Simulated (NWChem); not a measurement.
Species: BCl$_{3}$ anion, doublet; SMILES of the neutral closed-shell parent ClB(Cl)Cl

```xyz
4

B      0.0000     0.0000     0.0000
Cl     1.7718    -0.4747     0.0000
Cl    -1.2970    -1.2970     0.0000
Cl    -0.4747     1.7718     0.0000
```
Atoms are numbered in this order, from 1.

This is a stationary point of B3LYP/def2-SVPD, spin-unrestricted (NWChem), point group D3h. The spin multiplicity was typed, not searched, and may not be the lowest. The highest occupied level is positive, so the extra electron may be held by the finite basis.

Question: Is it a minimum? If not, what does it relax to?

Answer: No. It has an imaginary frequency of 570i cm⁻¹. Following that mode (on a finer grid) lowers the energy by 11.2 kcal/mol and ends, with real frequencies alone, at point group C3v:
```xyz
4

B      0.0000     0.0000     0.4545
Cl     1.7331    -0.4644    -0.0805
Cl    -1.2687    -1.2687    -0.0805
Cl    -0.4644     1.7331    -0.0805
```
